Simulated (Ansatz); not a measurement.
## Ansatz (development build ahead of 0.2.0) run

```yaml
crystal:
  periodic: [false, false, false]
  atoms:
    - { symbol: Si, position_ang: [0.0, 0.0, 0.0] }
    - { symbol: H, position_ang: [0.0, 0.0, 2.556] }
basis:
  gaussian: { orbitals: pcseg-2 }
magnetization:
  spin_polarized: true
  initial_magnetization: 1
hamiltonian:
  xc: pbe0
```

The input is written out in the form of the current development build from the run's settings.

The run gave:

* Converged: yes
* Total energy: -289.78520 hartree
* Spin squared of the determinant: 1.021
* Stability test: minimum

Caution: the unrestricted determinant is spin contaminated.
